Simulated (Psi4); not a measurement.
# BH2O (SMILES B[O]) at UCAM-B3LYP/def2-TZVPPD

Aim: the energy change on altering one bond length of BH2O at UCAM-B3LYP/def2-TZVPPD, from 2 runs. 

The results are computed with Psi4 1.11.

3 further runs of the same task are left out: 3 set aside as unsound or not needed.

## Step 1: The system as given

The species is BH2O (4 atoms), meant as a doublet with charge 0. SMILES: `B[O]`. Geometry: relaxed at PBE0-D4/def2-TZVP.

Bond lengths: B1–O2 1.281 Å, B1–H3 1.211 Å, B1–H4 1.211 Å. Angles: O2–B1–H3 119.9°, O2–B1–H4 119.9°, H3–B1–H4 120.2°.

## Step 2: Energy and forces at UCAM-B3LYP/def2-TZVPPD

Contents of calc.dat:

```
memory 1600 mb

molecule mol {
  0 2
  B     -0.00207870    -0.01946418    -0.02853486
  O      1.93753620    -0.64401866     1.27915561
  H     -1.98912572    -1.11059204     0.28648248
  H      0.15854802     1.66012440    -1.57527570
  units bohr
  symmetry c1
  no_reorient
  no_com
}

set {
  basis                def2-TZVPPD
  reference            uks
  puream               true
  e_convergence        1e-09
  d_convergence        1e-08
  scf_type             pk
  dft_radial_points    99
  dft_spherical_points 590
  maxiter              200
}

gradient("cam-b3lyp")
print_variables()
```

Launch:

```sh
psi4 -n 1 calc.dat calc.out
```

calc.out:

```text
[...]
  Running in c1 symmetry.
[...]
  Nuclear repulsion =   25.066185928783817
[...]
  Multiplicity = 2
[...]
  Nalpha       = 8
  Nbeta        = 7
[...]
    Number of basis functions: 111
[...]
   @UKS iter   1:  -101.08439032404394   -6.32412e-01   5.48962e-03 DIIS/ADIIS
[...]
   @UKS iter  13:  -101.24339798031355   -4.68958e-12   1.88009e-09 DIIS
[...]
   @S^2 Observed:                7.589411961E-01
[...]
    Orbital Energies [Eh]
    ---------------------
    Alpha Occupied:
       1A    -19.272425     2A     -6.848154     3A     -1.117769
       4A     -0.596029     5A     -0.548895     6A     -0.505184
       7A     -0.467244     8A     -0.396808
    Alpha Virtual:
       9A      0.013940    10A      0.027932    11A      0.066065
      12A      0.078613    13A      0.105243    14A      0.105619
      15A      0.116942    16A      0.132858    17A      0.133410
      18A      0.174745    19A      0.182234    20A      0.214832
      21A      0.220510    22A      0.252769    23A      0.271181
      24A      0.289378    25A      0.294260    26A      0.309559
[...]
  @UKS Final Energy:  -101.24339798031355
   => Energetics <=
    Nuclear Repulsion Energy =             25.0661859287838169
    One-Electron Energy =                -187.1055294134979476
    Two-Electron Energy =                  70.4895009054016981
    DFT Exchange-Correlation Energy =      -9.6935554010011238
    Empirical Dispersion Energy =           0.0000000000000000
    VV10 Nonlocal Energy =                  0.0000000000000000
    Total Energy =                       -101.2433979803135458
[...]
 Multipole Moments:
 ------------------------------------------------------------------------------------
     Multipole            Electronic (a.u.)      Nuclear  (a.u.)        Total (a.u.)
 ------------------------------------------------------------------------------------
 L = 1.  Multiply by 2.5417464519 to convert [e a0] to [Debye]
 Dipole X            :        -14.1433338           13.6593184           -0.4840154
 Dipole Y            :          4.8557718           -4.6999378            0.1558340
 Dipole Z            :         -9.1280827            8.8017774           -0.3263054
 Magnitude           :                                                    0.6041774
[...]
  -Total Gradient:
     Atom            X                  Y                   Z
    ------   -----------------  -----------------  -----------------
       1        0.000938533390    -0.000336949796     0.000666309044
       2        0.002062021987    -0.000663294381     0.001389469494
       3       -0.002742551480    -0.001115931768     0.000061807997
       4       -0.000258291798     0.002116268419    -0.002117780418
[...]
```

It took 42 s on 1 thread of Intel Xeon Platinum 8375C at 2.90GHz (Ice Lake), shared host; peak memory 0.77 GiB.

## Step 3: The distorted shape at the same level

Contents of calc.py:

```python
import psi4

psi4.set_memory(1600000000)
psi4.set_num_threads(1)
psi4.set_output_file('output.dat', False)

mol = psi4.geometry("""
0 2
B
O 1 1.281246
H 1 1.8167 2 119.8805
H 1 1.211253 2 119.87007 3 -179.99979
symmetry c1
""")

psi4.set_options({
    'basis': 'def2-TZVPPD',
    'reference': 'uks',
    'puream': True,
    'e_convergence': 1e-09,
    'd_convergence': 1e-08,
    'scf_type': 'pk',
    'dft_radial_points': 99,
    'dft_spherical_points': 590,
    'maxiter': 200,
})

e_tot, wfn = psi4.gradient("CAM-B3LYP", return_wfn=True)
psi4.oeprop(wfn, "WIBERG_LOWDIN_INDICES", "MULLIKEN_CHARGES", "QUADRUPOLE")
print('gradient / Eh bohr^-1')
print(e_tot.np.round(6))
print(f'energy = {wfn.energy():.10f} Eh')
```

Launch:

```sh
python calc.py
```

output.dat:

```text
[...]
  Running in c1 symmetry.
[...]
  Nuclear repulsion =   23.895061787752336
[...]
  Multiplicity = 2
[...]
  Nalpha       = 8
  Nbeta        = 7
[...]
    Number of basis functions: 111
[...]
   @UKS iter   1:  -100.92416372594121   -5.81551e-01   6.87261e-03 ADIIS/DIIS
[...]
   @UKS iter  15:  -101.18907871050131   -3.86535e-12   2.74976e-09 DIIS
[...]
   @S^2 Observed:                7.975120155E-01
[...]
  @UKS Final Energy:  -101.18907871050131
   => Energetics <=
    Nuclear Repulsion Energy =             23.8950617877523364
    One-Electron Energy =                -184.8790483017608892
    Two-Electron Energy =                  69.4078448873189444
    DFT Exchange-Correlation Energy =      -9.6129370838116888
    Empirical Dispersion Energy =           0.0000000000000000
    VV10 Nonlocal Energy =                  0.0000000000000000
    Total Energy =                       -101.1890787105013061
[...]
  -Total Gradient:
     Atom            X                  Y                   Z
    ------   -----------------  -----------------  -----------------
       1        0.000000222269    -0.006739917289    -0.040347626678
       2       -0.000000096443    -0.017261874603     0.054203439290
       3       -0.000000027445     0.039638616788    -0.024038140112
       4       -0.000000098474    -0.015635064374     0.010185512345
[...]
 Multipole Moments:
 ------------------------------------------------------------------------------------
     Multipole            Electronic (a.u.)      Nuclear  (a.u.)        Total (a.u.)
 ------------------------------------------------------------------------------------
 L = 1.  Multiply by 2.5417464519 to convert [e a0] to [Debye]
 Dipole X            :          0.0000036           -0.0000035            0.0000001
 Dipole Y            :         -0.4543914            0.4751533            0.0207619
 Dipole Z            :          1.1626919           -2.0133212           -0.8506293
 Magnitude           :                                                    0.8508826
 L = 2.  Multiply by 1.3450342976 to convert [e a0^2] to [Debye ang]
 Quadrupole XX       :         -9.4409866            0.0000000           -9.4409866
 Quadrupole XY       :         -0.0000141            0.0000148            0.0000007
[...]
  Mulliken Charges: (a.u.)
   Center  Symbol    Alpha    Beta     Spin     Total
       1     B     2.28151  2.52232 -0.24081  0.19617
       2     O     4.42532  3.86029  0.56503 -0.28561
       3     H     0.77276  0.20604  0.56672  0.02120
       4     H     0.52041  0.41135  0.10906  0.06824
   Total alpha =  8.00000, Total beta =  7.00000, Total charge = -0.00000
  Wiberg Bond Indices using Orthogonal Lowdin Orbitals:
  Total Bond Index:
  Irrep: 1 Size: 4 x 4
[...]
```

Standard output:

```text
gradient / Eh bohr^-1
[[ 0.       -0.00674  -0.040348]
 [-0.       -0.017262  0.054203]
 [-0.        0.039639 -0.024038]
 [-0.       -0.015635  0.010186]]
energy = -101.1890787105 Eh
```

It took 46 s on 1 thread of Intel Xeon Platinum 8375C at 2.90GHz (Ice Lake), shared host; peak memory 0.76 GiB.

## Step 4: Summary of results

At UCAM-B3LYP/def2-TZVPPD:

| quantity | value |
| --- | --- |
| first shape: total energy | -101.24340 Eh |
| first shape: dipole moment | 1.54 D |
| first shape: HOMO energy (highest over α and β) | -10.80 eV |
| first shape: LUMO energy (lowest over α and β) | -3.39 eV |
| first shape: ⟨S²⟩ | 0.759 |
| first shape: largest force on an atom | 0.155 eV/Å |
| distorted shape: total energy | -101.18908 Eh |
| distorted shape: dipole moment | 2.16 D |
| distorted shape: HOMO energy (highest over α and β) | -10.58 eV |
| distorted shape: LUMO energy (lowest over α and β) | -3.73 eV |
| distorted shape: ⟨S²⟩ | 0.798 |
| distorted shape: largest force on an atom | 2.925 eV/Å |
| energy change with the B1–H3 bond stretched from 1.211 to 1.817 Å | 1.478 eV |

With the B1–H3 bond stretched from 1.211 to 1.817 Å the energy rises by 1.48 eV (143 kJ/mol). The first shape isn't relaxed at this level, so the change isn't measured from a minimum.
